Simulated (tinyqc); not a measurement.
ROHF in the sto-3g basis, for CH3, spin multiplicity 2, step by step (part 2 of 3). Computed by tinyqc, a small Python program that keeps every step (integrals from PySCF). Command: `OMP_NUM_THREADS=1 python tinyqc.py 27604 27605 out.jsonl` (the two numbers bound the seeds that draw the settings). One thread of a shared host (Intel(R) Xeon(R) Processor @ 2.60GHz), about 0.09 s of CPU time with the checks.

Geometry (angstrom):
```
atom          x          y         z
C      0.000000   0.000000  0.085000
H      1.168000   0.000000  0.000000
H     -0.584000   1.011000  0.000000
H     -0.584000  -1.011000  0.000000
```

## Iteration 1: building the Fock matrix

D(alpha) at the start, order 1C 1s, 1C 2s, 1C 2px, 1C 2py, 1C 2pz, 2H 1s, 3H 1s, 4H 1s:
$$\begin{pmatrix}
1.188597 & -0.275652 & -0.000007 & 0.000000 & -0.001437 & -0.012120 & -0.012125 & -0.012125 \\
-0.275652 & 1.124975 & 0.000025 & 0.000000 & 0.005267 & 0.044131 & 0.044135 & 0.044135 \\
-0.000007 & 0.000025 & 0.327350 & 0.000000 & -0.000002 & 0.033637 & -0.016814 & -0.016814 \\
0.000000 & 0.000000 & 0.000000 & 0.327361 & 0.000000 & 0.000000 & 0.029120 & -0.029120 \\
-0.001437 & 0.005267 & -0.000002 & 0.000000 & 0.365472 & -0.001518 & -0.001518 & -0.001518 \\
-0.012120 & 0.044131 & 0.033637 & 0.000000 & -0.001518 & 0.529270 & 0.018435 & 0.018435 \\
-0.012125 & 0.044135 & -0.016814 & 0.029120 & -0.001518 & 0.018435 & 0.529265 & 0.018456 \\
-0.012125 & 0.044135 & -0.016814 & -0.029120 & -0.001518 & 0.018435 & 0.018456 & 0.529265
\end{pmatrix}$$

D(beta) at the start, order 1C 1s, 1C 2s, 1C 2px, 1C 2py, 1C 2pz, 2H 1s, 3H 1s, 4H 1s:
$$\begin{pmatrix}
0.950878 & -0.220522 & -0.000005 & 0.000000 & -0.001149 & -0.009696 & -0.009700 & -0.009700 \\
-0.220522 & 0.899980 & 0.000020 & 0.000000 & 0.004214 & 0.035305 & 0.035308 & 0.035308 \\
-0.000005 & 0.000020 & 0.261880 & 0.000000 & -0.000002 & 0.026910 & -0.013451 & -0.013451 \\
0.000000 & 0.000000 & 0.000000 & 0.261889 & 0.000000 & 0.000000 & 0.023296 & -0.023296 \\
-0.001149 & 0.004214 & -0.000002 & 0.000000 & 0.292378 & -0.001215 & -0.001215 & -0.001215 \\
-0.009696 & 0.035305 & 0.026910 & 0.000000 & -0.001215 & 0.423416 & 0.014748 & 0.014748 \\
-0.009700 & 0.035308 & -0.013451 & 0.023296 & -0.001215 & 0.014748 & 0.423412 & 0.014765 \\
-0.009700 & 0.035308 & -0.013451 & -0.023296 & -0.001215 & 0.014748 & 0.014765 & 0.423412
\end{pmatrix}$$

core Hamiltonian H = T + V (hartree), order 1C 1s, 1C 2s, 1C 2px, 1C 2py, 1C 2pz, 2H 1s, 3H 1s, 4H 1s:
$$\begin{pmatrix}
-19.117568 & -4.614885 & 0.000017 & 0.000000 & 0.003197 & -0.966626 & -0.967629 & -0.967629 \\
-4.614885 & -6.047090 & 0.000151 & 0.000000 & 0.033851 & -2.329865 & -2.331441 & -2.331441 \\
0.000017 & 0.000151 & -5.053771 & 0.000000 & -0.000012 & -1.973846 & 0.987835 & 0.987835 \\
0.000000 & 0.000000 & 0.000000 & -5.053773 & 0.000000 & 0.000000 & -1.710036 & 1.710036 \\
0.003197 & 0.033851 & -0.000012 & 0.000000 & -4.890757 & 0.150945 & 0.151077 & 0.151077 \\
-0.966626 & -2.329865 & -1.973846 & 0.000000 & 0.150945 & -3.658416 & -0.577545 & -0.577545 \\
-0.967629 & -2.331441 & 0.987835 & -1.710036 & 0.151077 & -0.577545 & -3.659460 & -0.578275 \\
-0.967629 & -2.331441 & 0.987835 & 1.710036 & 0.151077 & -0.577545 & -0.578275 & -3.659460
\end{pmatrix}$$

nuclear repulsion = 8.92061810 hartree

Given earlier and not repeated: Two-electron integrals (ij|kl) in chemists' order.

J_ij = sum D_kl (ij|kl) with D = D(alpha) + D(beta), K_ij = sum D_kl (ik|jl) for each spin; F = H + J - K(s); E = tr D H + tr D J / 2 - 0.5 sum_s tr D(s) K(s) + E_nn.

Coulomb J (hartree), order 1C 1s, 1C 2s, 1C 2px, 1C 2py, 1C 2pz, 2H 1s, 3H 1s, 4H 1s:
$$\begin{pmatrix}
11.799995 & 2.287231 & -0.000012 & 0.000000 & -0.002749 & 0.476055 & 0.476554 & 0.476554 \\
2.287231 & 5.436639 & -0.000087 & 0.000000 & -0.026439 & 2.097379 & 2.098776 & 2.098776 \\
-0.000012 & -0.000087 & 5.463608 & 0.000000 & 0.000005 & 1.941060 & -0.971428 & -0.971428 \\
0.000000 & 0.000000 & 0.000000 & 5.463580 & 0.000000 & 0.000000 & 1.681655 & -1.681655 \\
-0.002749 & -0.026439 & 0.000005 & 0.000000 & 5.365112 & -0.147510 & -0.147641 & -0.147641 \\
0.476055 & 2.097379 & 1.941060 & 0.000000 & -0.147510 & 3.860282 & 0.503455 & 0.503455 \\
0.476554 & 2.098776 & -0.971428 & 1.681655 & -0.147641 & 0.503455 & 3.861148 & 0.504106 \\
0.476554 & 2.098776 & -0.971428 & -1.681655 & -0.147641 & 0.503455 & 0.504106 & 3.861148
\end{pmatrix}$$

exchange K(alpha) (hartree), order 1C 1s, 1C 2s, 1C 2px, 1C 2py, 1C 2pz, 2H 1s, 3H 1s, 4H 1s:
$$\begin{pmatrix}
4.044505 & 0.712375 & -0.000016 & 0.000000 & -0.001954 & 0.164469 & 0.164639 & 0.164639 \\
0.712375 & 1.131931 & -0.000100 & 0.000000 & -0.016284 & 0.534737 & 0.535077 & 0.535077 \\
-0.000016 & -0.000100 & 0.582812 & 0.000000 & 0.000009 & 0.324334 & -0.162340 & -0.162340 \\
0.000000 & 0.000000 & 0.000000 & 0.582818 & 0.000000 & 0.000000 & 0.280979 & -0.280979 \\
-0.001954 & -0.016284 & 0.000009 & 0.000000 & 0.469307 & -0.027310 & -0.027333 & -0.027333 \\
0.164469 & 0.534737 & 0.324334 & 0.000000 & -0.027310 & 0.663271 & 0.178768 & 0.178768 \\
0.164639 & 0.535077 & -0.162340 & 0.280979 & -0.027333 & 0.178768 & 0.663519 & 0.178959 \\
0.164639 & 0.535077 & -0.162340 & -0.280979 & -0.027333 & 0.178768 & 0.178959 & 0.663519
\end{pmatrix}$$

exchange K(beta) (hartree), order 1C 1s, 1C 2s, 1C 2px, 1C 2py, 1C 2pz, 2H 1s, 3H 1s, 4H 1s:
$$\begin{pmatrix}
3.235604 & 0.569900 & -0.000013 & 0.000000 & -0.001563 & 0.131576 & 0.131711 & 0.131711 \\
0.569900 & 0.905544 & -0.000080 & 0.000000 & -0.013027 & 0.427790 & 0.428062 & 0.428062 \\
-0.000013 & -0.000080 & 0.466250 & 0.000000 & 0.000007 & 0.259467 & -0.129872 & -0.129872 \\
0.000000 & 0.000000 & 0.000000 & 0.466255 & 0.000000 & 0.000000 & 0.224783 & -0.224783 \\
-0.001563 & -0.013027 & 0.000007 & 0.000000 & 0.375446 & -0.021848 & -0.021866 & -0.021866 \\
0.131576 & 0.427790 & 0.259467 & 0.000000 & -0.021848 & 0.530617 & 0.143014 & 0.143014 \\
0.131711 & 0.428062 & -0.129872 & 0.224783 & -0.021866 & 0.143014 & 0.530815 & 0.143168 \\
0.131711 & 0.428062 & -0.129872 & -0.224783 & -0.021866 & 0.143014 & 0.143168 & 0.530815
\end{pmatrix}$$

F(alpha) (hartree), order 1C 1s, 1C 2s, 1C 2px, 1C 2py, 1C 2pz, 2H 1s, 3H 1s, 4H 1s:
$$\begin{pmatrix}
-11.362078 & -3.040029 & 0.000020 & 0.000000 & 0.002402 & -0.655040 & -0.655714 & -0.655714 \\
-3.040029 & -1.742381 & 0.000165 & 0.000000 & 0.023696 & -0.767222 & -0.767742 & -0.767742 \\
0.000020 & 0.000165 & -0.172975 & 0.000000 & -0.000016 & -0.357120 & 0.178747 & 0.178747 \\
0.000000 & 0.000000 & 0.000000 & -0.173011 & 0.000000 & 0.000000 & -0.309360 & 0.309360 \\
0.002402 & 0.023696 & -0.000016 & 0.000000 & 0.005048 & 0.030745 & 0.030768 & 0.030768 \\
-0.655040 & -0.767222 & -0.357120 & 0.000000 & 0.030745 & -0.461404 & -0.252858 & -0.252858 \\
-0.655714 & -0.767742 & 0.178747 & -0.309360 & 0.030768 & -0.252858 & -0.461831 & -0.253128 \\
-0.655714 & -0.767742 & 0.178747 & 0.309360 & 0.030768 & -0.252858 & -0.253128 & -0.461831
\end{pmatrix}$$

F(beta) (hartree), order 1C 1s, 1C 2s, 1C 2px, 1C 2py, 1C 2pz, 2H 1s, 3H 1s, 4H 1s:
$$\begin{pmatrix}
-10.553177 & -2.897554 & 0.000017 & 0.000000 & 0.002012 & -0.622146 & -0.622787 & -0.622787 \\
-2.897554 & -1.515995 & 0.000145 & 0.000000 & 0.020439 & -0.660275 & -0.660726 & -0.660726 \\
0.000017 & 0.000145 & -0.056413 & 0.000000 & -0.000014 & -0.292253 & 0.146279 & 0.146279 \\
0.000000 & 0.000000 & 0.000000 & -0.056448 & 0.000000 & 0.000000 & -0.253165 & 0.253165 \\
0.002012 & 0.020439 & -0.000014 & 0.000000 & 0.098909 & 0.025283 & 0.025302 & 0.025302 \\
-0.622146 & -0.660275 & -0.292253 & 0.000000 & 0.025283 & -0.328750 & -0.217105 & -0.217105 \\
-0.622787 & -0.660726 & 0.146279 & -0.253165 & 0.025302 & -0.217105 & -0.329127 & -0.217336 \\
-0.622787 & -0.660726 & 0.146279 & 0.253165 & 0.025302 & -0.217105 & -0.217336 & -0.329127
\end{pmatrix}$$

total energy of this density = -38.88723893 hartree

This density is the starting one; it is not idempotent, so its energy is not variational and may lie below the converged one.

## Iteration 1: Roothaan effective Fock matrix

overlap S, order 1C 1s, 1C 2s, 1C 2px, 1C 2py, 1C 2pz, 2H 1s, 3H 1s, 4H 1s:
$$\begin{pmatrix}
1.000000 & 0.248362 & 0.000000 & 0.000000 & 0.000000 & 0.051554 & 0.051607 & 0.051607 \\
0.248362 & 1.000000 & 0.000000 & 0.000000 & 0.000000 & 0.445128 & 0.445373 & 0.445373 \\
0.000000 & 0.000000 & 1.000000 & 0.000000 & 0.000000 & 0.437029 & -0.218681 & -0.218681 \\
0.000000 & 0.000000 & 0.000000 & 1.000000 & 0.000000 & 0.000000 & 0.378572 & -0.378572 \\
0.000000 & 0.000000 & 0.000000 & 0.000000 & 1.000000 & -0.031804 & -0.031829 & -0.031829 \\
0.051554 & 0.445128 & 0.437029 & 0.000000 & -0.031804 & 1.000000 & 0.114829 & 0.114829 \\
0.051607 & 0.445373 & -0.218681 & 0.378572 & -0.031829 & 0.114829 & 1.000000 & 0.114976 \\
0.051607 & 0.445373 & -0.218681 & -0.378572 & -0.031829 & 0.114829 & 0.114976 & 1.000000
\end{pmatrix}$$

With projectors Pc = D(beta) S, Po = (D(alpha) - D(beta)) S, Pv = 1 - D(alpha) S, the block xy is Px^T F Py; with Fc = (F(alpha) + F(beta))/2, the blocks are Fc for cc, oo, vv and cv, F(beta) for co and F(alpha) for ov.

effective F (hartree), order 1C 1s, 1C 2s, 1C 2px, 1C 2py, 1C 2pz, 2H 1s, 3H 1s, 4H 1s:
$$\begin{pmatrix}
-10.771548 & -2.921440 & 0.000013 & 0.000000 & 0.001443 & -0.626857 & -0.627500 & -0.627500 \\
-2.921440 & -1.502210 & 0.000136 & 0.000000 & 0.018865 & -0.639909 & -0.640353 & -0.640353 \\
0.000013 & 0.000136 & -0.112971 & 0.000000 & -0.000014 & -0.322333 & 0.161320 & 0.161320 \\
0.000000 & 0.000000 & 0.000000 & -0.113008 & 0.000000 & 0.000000 & -0.279217 & 0.279217 \\
0.001443 & 0.018865 & -0.000014 & 0.000000 & 0.049732 & 0.026203 & 0.026223 & 0.026223 \\
-0.626857 & -0.639909 & -0.322333 & 0.000000 & 0.026203 & -0.349214 & -0.192010 & -0.192010 \\
-0.627500 & -0.640353 & 0.161320 & -0.279217 & 0.026223 & -0.192010 & -0.349569 & -0.192235 \\
-0.627500 & -0.640353 & 0.161320 & 0.279217 & 0.026223 & -0.192010 & -0.192235 & -0.349569
\end{pmatrix}$$

## Iteration 1: diagonalisation and new density

X, order 1C 1s, 1C 2s, 1C 2px, 1C 2py, 1C 2pz, 2H 1s, 3H 1s, 4H 1s:
$$\begin{pmatrix}
1.028085 & -0.161506 & 0.000013 & 0.000000 & 0.002243 & 0.024508 & 0.024518 & 0.024518 \\
-0.161506 & 1.343603 & -0.000184 & 0.000000 & -0.022287 & -0.294537 & -0.294825 & -0.294825 \\
0.000013 & -0.000184 & 1.157305 & 0.000000 & 0.000014 & -0.304854 & 0.152591 & 0.152591 \\
0.000000 & 0.000000 & 0.000000 & 1.157343 & 0.000000 & 0.000000 & -0.264165 & 0.264165 \\
0.002243 & -0.022287 & 0.000014 & 0.000000 & 1.001555 & 0.020628 & 0.020653 & 0.020653 \\
0.024508 & -0.294537 & -0.304854 & 0.000000 & 0.020628 & 1.211708 & -0.025578 & -0.025578 \\
0.024518 & -0.294825 & 0.152591 & -0.264165 & 0.020653 & -0.025578 & 1.211992 & -0.025580 \\
0.024518 & -0.294825 & 0.152591 & 0.264165 & 0.020653 & -0.025578 & -0.025580 & 1.211992
\end{pmatrix}$$

Diagonalise F' = X^T F X, C = X C', fill 5 alpha and 4 beta electrons from the bottom; D(s) = C_occ C_occ^T. Each column has its largest component positive (the first on a tie).

F' = X^T F X (hartree):
$$\begin{pmatrix}
-10.535067 & -1.558318 & 0.000012 & 0.000000 & 0.004523 & -0.082681 & -0.082873 & -0.082873 \\
-1.558318 & -0.574228 & -0.000109 & 0.000000 & -0.014615 & -0.381200 & -0.381530 & -0.381530 \\
0.000012 & -0.000109 & 0.168130 & 0.000000 & 0.000008 & -0.407329 & 0.203846 & 0.203846 \\
0.000000 & 0.000000 & 0.000000 & 0.168133 & 0.000000 & 0.000000 & -0.352905 & 0.352905 \\
0.004523 & -0.014615 & 0.000008 & 0.000000 & 0.052450 & 0.027129 & 0.027157 & 0.027157 \\
-0.082681 & -0.381200 & -0.407329 & 0.000000 & 0.027129 & 0.051298 & -0.056936 & -0.056936 \\
-0.082873 & -0.381530 & 0.203846 & -0.352905 & 0.027157 & -0.056936 & 0.051423 & -0.056964 \\
-0.082873 & -0.381530 & 0.203846 & 0.352905 & 0.027157 & -0.056936 & -0.056964 & 0.051423
\end{pmatrix}$$

orbital energies (hartree): MO1 -10.778632, MO2 -0.843405, MO3 -0.361721, MO4 -0.361716, MO5 0.047520, MO6 0.455161, MO7 0.638118, MO8 0.638236

coefficients C, order 1C 1s, 1C 2s, 1C 2px, 1C 2py, 1C 2pz, 2H 1s, 3H 1s, 4H 1s:
$$\begin{pmatrix}
0.992171 & -0.233930 & -0.000060 & 0.000000 & -0.026377 & -0.212197 & 0.000365 & 0.000000 \\
0.033583 & 0.733795 & 0.000302 & 0.000000 & 0.134016 & 1.238910 & -0.002374 & 0.000000 \\
-0.000005 & -0.000128 & 0.521564 & 0.000000 & -0.000004 & 0.001532 & 1.098557 & 0.000000 \\
0.000000 & 0.000000 & 0.000000 & 0.521599 & 0.000000 & 0.000000 & 0.000000 & 1.098610 \\
-0.000676 & -0.014725 & 0.000013 & 0.000000 & 0.990187 & -0.155584 & 0.000258 & 0.000000 \\
-0.005527 & 0.189696 & 0.526450 & 0.000000 & -0.056294 & -0.706839 & -0.913402 & 0.000000 \\
-0.005530 & 0.189885 & -0.263137 & 0.455878 & -0.056254 & -0.704871 & 0.458628 & -0.792308 \\
-0.005530 & 0.189885 & -0.263137 & -0.455878 & -0.056254 & -0.704871 & 0.458628 & 0.792308
\end{pmatrix}$$

D(alpha) after iteration 1, order 1C 1s, 1C 2s, 1C 2px, 1C 2py, 1C 2pz, 2H 1s, 3H 1s, 4H 1s:
$$\begin{pmatrix}
1.039822 & -0.141872 & -0.000006 & 0.000000 & -0.023344 & -0.048406 & -0.048407 & -0.048407 \\
-0.141872 & 0.557543 & 0.000063 & 0.000000 & 0.121873 & 0.131627 & 0.131533 & 0.131533 \\
-0.000006 & 0.000063 & 0.272029 & 0.000000 & 0.000005 & 0.274553 & -0.137267 & -0.137267 \\
0.000000 & 0.000000 & 0.000000 & 0.272065 & 0.000000 & 0.000000 & 0.237785 & -0.237785 \\
-0.023344 & 0.121873 & 0.000005 & 0.000000 & 0.980687 & -0.058525 & -0.058497 & -0.058497 \\
-0.048406 & 0.131627 & 0.274553 & 0.000000 & -0.058525 & 0.316333 & -0.099311 & -0.099311 \\
-0.048407 & 0.131533 & -0.137267 & 0.237785 & -0.058497 & -0.099311 & 0.316317 & -0.099332 \\
-0.048407 & 0.131533 & -0.137267 & -0.237785 & -0.058497 & -0.099311 & -0.099332 & 0.316317
\end{pmatrix}$$

D(beta) after iteration 1, order 1C 1s, 1C 2s, 1C 2px, 1C 2py, 1C 2pz, 2H 1s, 3H 1s, 4H 1s:
$$\begin{pmatrix}
1.039126 & -0.138337 & -0.000006 & 0.000000 & 0.002774 & -0.049891 & -0.049891 & -0.049891 \\
-0.138337 & 0.539583 & 0.000064 & 0.000000 & -0.010828 & 0.139171 & 0.139072 & 0.139072 \\
-0.000006 & 0.000064 & 0.272029 & 0.000000 & 0.000009 & 0.274553 & -0.137267 & -0.137267 \\
0.000000 & 0.000000 & 0.000000 & 0.272065 & 0.000000 & 0.000000 & 0.237785 & -0.237785 \\
0.002774 & -0.010828 & 0.000009 & 0.000000 & 0.000217 & -0.002783 & -0.002796 & -0.002796 \\
-0.049891 & 0.139171 & 0.274553 & 0.000000 & -0.002783 & 0.313164 & -0.102477 & -0.102477 \\
-0.049891 & 0.139072 & -0.137267 & 0.237785 & -0.002796 & -0.102477 & 0.313152 & -0.102497 \\
-0.049891 & 0.139072 & -0.137267 & -0.237785 & -0.002796 & -0.102477 & -0.102497 & 0.313152
\end{pmatrix}$$

Within a degenerate level the vectors are fixed only up to a rotation; this is one choice.

## Iteration 2: building the Fock matrix

As before.

Coulomb J (hartree), order 1C 1s, 1C 2s, 1C 2px, 1C 2py, 1C 2pz, 2H 1s, 3H 1s, 4H 1s:
$$\begin{pmatrix}
11.734365 & 2.281519 & -0.000012 & 0.000000 & -0.000167 & 0.474815 & 0.475313 & 0.475313 \\
2.281519 & 5.455044 & -0.000085 & 0.000000 & -0.014761 & 2.104212 & 2.105616 & 2.105616 \\
-0.000012 & -0.000085 & 5.480756 & 0.000000 & 0.000007 & 1.947163 & -0.974482 & -0.974482 \\
0.000000 & 0.000000 & 0.000000 & 5.480738 & 0.000000 & 0.000000 & 1.686947 & -1.686947 \\
-0.000167 & -0.014761 & 0.000007 & 0.000000 & 5.386436 & -0.144862 & -0.144992 & -0.144992 \\
0.474815 & 2.104212 & 1.947163 & 0.000000 & -0.144862 & 3.860441 & 0.505028 & 0.505028 \\
0.475313 & 2.105616 & -0.974482 & 1.686947 & -0.144992 & 0.505028 & 3.861345 & 0.505681 \\
0.475313 & 2.105616 & -0.974482 & -1.686947 & -0.144992 & 0.505028 & 0.505681 & 3.861345
\end{pmatrix}$$

exchange K(alpha) (hartree), order 1C 1s, 1C 2s, 1C 2px, 1C 2py, 1C 2pz, 2H 1s, 3H 1s, 4H 1s:
$$\begin{pmatrix}
3.600168 & 0.637213 & -0.000002 & 0.000000 & -0.000221 & 0.137264 & 0.137405 & 0.137405 \\
0.637213 & 0.926903 & -0.000060 & 0.000000 & 0.024226 & 0.429619 & 0.429855 & 0.429855 \\
-0.000002 & -0.000060 & 0.647461 & 0.000000 & 0.000018 & 0.386964 & -0.193605 & -0.193605 \\
0.000000 & 0.000000 & 0.000000 & 0.647513 & 0.000000 & 0.000000 & 0.335206 & -0.335206 \\
-0.000221 & 0.024226 & 0.000018 & 0.000000 & 0.826591 & -0.031799 & -0.031812 & -0.031812 \\
0.137264 & 0.429619 & 0.386964 & 0.000000 & -0.031799 & 0.604355 & 0.096667 & 0.096667 \\
0.137405 & 0.429855 & -0.193605 & 0.335206 & -0.031812 & 0.096667 & 0.604560 & 0.096802 \\
0.137405 & 0.429855 & -0.193605 & -0.335206 & -0.031812 & 0.096667 & 0.096802 & 0.604560
\end{pmatrix}$$

exchange K(beta) (hartree), order 1C 1s, 1C 2s, 1C 2px, 1C 2py, 1C 2pz, 2H 1s, 3H 1s, 4H 1s:
$$\begin{pmatrix}
3.579679 & 0.606918 & -0.000002 & 0.000000 & -0.000467 & 0.130128 & 0.130263 & 0.130263 \\
0.606918 & 0.788031 & -0.000060 & 0.000000 & -0.025573 & 0.392391 & 0.392598 & 0.392598 \\
-0.000002 & -0.000060 & 0.610940 & 0.000000 & 0.000018 & 0.377752 & -0.188994 & -0.188994 \\
0.000000 & 0.000000 & 0.000000 & 0.610992 & 0.000000 & 0.000000 & 0.327225 & -0.327225 \\
-0.000467 & -0.025573 & 0.000018 & 0.000000 & 0.160437 & -0.019976 & -0.020001 & -0.020001 \\
0.130128 & 0.392391 & 0.377752 & 0.000000 & -0.019976 & 0.588045 & 0.086529 & 0.086529 \\
0.130263 & 0.392598 & -0.188994 & 0.327225 & -0.020001 & 0.086529 & 0.588233 & 0.086655 \\
0.130263 & 0.392598 & -0.188994 & -0.327225 & -0.020001 & 0.086529 & 0.086655 & 0.588233
\end{pmatrix}$$

F(alpha) (hartree), order 1C 1s, 1C 2s, 1C 2px, 1C 2py, 1C 2pz, 2H 1s, 3H 1s, 4H 1s:
$$\begin{pmatrix}
-10.983371 & -2.970579 & 0.000007 & 0.000000 & 0.003251 & -0.629074 & -0.629722 & -0.629722 \\
-2.970579 & -1.518949 & 0.000126 & 0.000000 & -0.005136 & -0.655272 & -0.655680 & -0.655680 \\
0.000007 & 0.000126 & -0.220477 & 0.000000 & -0.000023 & -0.413647 & 0.206958 & 0.206958 \\
0.000000 & 0.000000 & 0.000000 & -0.220549 & 0.000000 & 0.000000 & -0.358295 & 0.358295 \\
0.003251 & -0.005136 & -0.000023 & 0.000000 & -0.330913 & 0.037882 & 0.037897 & 0.037897 \\
-0.629074 & -0.655272 & -0.413647 & 0.000000 & 0.037882 & -0.402330 & -0.169184 & -0.169184 \\
-0.629722 & -0.655680 & 0.206958 & -0.358295 & 0.037897 & -0.169184 & -0.402675 & -0.169396 \\
-0.629722 & -0.655680 & 0.206958 & 0.358295 & 0.037897 & -0.169184 & -0.169396 & -0.402675
\end{pmatrix}$$

F(beta) (hartree), order 1C 1s, 1C 2s, 1C 2px, 1C 2py, 1C 2pz, 2H 1s, 3H 1s, 4H 1s:
$$\begin{pmatrix}
-10.962882 & -2.940285 & 0.000007 & 0.000000 & 0.003497 & -0.621939 & -0.622580 & -0.622580 \\
-2.940285 & -1.380077 & 0.000126 & 0.000000 & 0.044663 & -0.618044 & -0.618423 & -0.618423 \\
0.000007 & 0.000126 & -0.183956 & 0.000000 & -0.000023 & -0.404436 & 0.202347 & 0.202347 \\
0.000000 & 0.000000 & 0.000000 & -0.184027 & 0.000000 & 0.000000 & -0.350314 & 0.350314 \\
0.003497 & 0.044663 & -0.000023 & 0.000000 & 0.335242 & 0.026059 & 0.026086 & 0.026086 \\
-0.621939 & -0.618044 & -0.404436 & 0.000000 & 0.026059 & -0.386020 & -0.159046 & -0.159046 \\
-0.622580 & -0.618423 & 0.202347 & -0.350314 & 0.026086 & -0.159046 & -0.386348 & -0.159249 \\
-0.622580 & -0.618423 & 0.202347 & 0.350314 & 0.026086 & -0.159046 & -0.159249 & -0.386348
\end{pmatrix}$$

total energy of this density = -39.04700057 hartree

## Iteration 2: Roothaan effective Fock matrix

As before.

effective F (hartree), order 1C 1s, 1C 2s, 1C 2px, 1C 2py, 1C 2pz, 2H 1s, 3H 1s, 4H 1s:
$$\begin{pmatrix}
-10.973133 & -2.955368 & 0.000007 & 0.000000 & 0.005111 & -0.625592 & -0.626236 & -0.626236 \\
-2.955368 & -1.447907 & 0.000126 & 0.000000 & 0.034994 & -0.636971 & -0.637364 & -0.637364 \\
0.000007 & 0.000126 & -0.202216 & 0.000000 & -0.000017 & -0.409042 & 0.204652 & 0.204652 \\
0.000000 & 0.000000 & 0.000000 & -0.202288 & 0.000000 & 0.000000 & -0.354304 & 0.354304 \\
0.005111 & 0.034994 & -0.000017 & 0.000000 & 0.000317 & 0.038449 & 0.038471 & 0.038471 \\
-0.625592 & -0.636971 & -0.409042 & 0.000000 & 0.038449 & -0.394724 & -0.164664 & -0.164664 \\
-0.626236 & -0.637364 & 0.204652 & -0.354304 & 0.038471 & -0.164664 & -0.395059 & -0.164870 \\
-0.626236 & -0.637364 & 0.204652 & 0.354304 & 0.038471 & -0.164664 & -0.164870 & -0.395059
\end{pmatrix}$$
